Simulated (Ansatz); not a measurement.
**hcp Y**

Calculation: BLYP in Ansatz (PAW).

Run with plane-wave cutoff 520 eV, 18×18×10 k mesh (along the axes of the cell as run), Fermi–Dirac smearing 0.05 eV, scalar-relativistic PAW data made under PBE.

Cell: relaxed at this level.

| Property | Value |
|---|---|
| volume per atom | 33.74 Å³/atom |
| bulk modulus B0 | 39.0 GPa |
| lattice parameter a | 3.690 Å |
| c axis length | 5.723 Å |
| band gap | zero (no gap) |
| pressure derivative B′ of the bulk modulus | 3.1 |

Measured, for comparison: bulk modulus 41.7 GPa (zero-point energy and finite temperature contributions removed, our sources range from 37.3 to 41.7; as tabulated in doi:10.1021/acs.jctc.3c00612); lattice constant a 3.648 Å, lattice parameter c 5.732 Å (293 K, not corrected to a static lattice; as tabulated in Wikipedia's data pages). Computed (rounded) less measured: bulk modulus -6 % (inside the range of the sources held), lattice constant a +1.2 %, lattice parameter c -0.2 %.

Note: the bulk modulus comes from volumes at which shape and atoms were relaxed.

Spin–orbit coupling is not included.

The computed numbers hold no vibrational or temperature effects.

It cost roughly 4 core-minutes of CPU time.

Ansatz is an electronic-structure program.
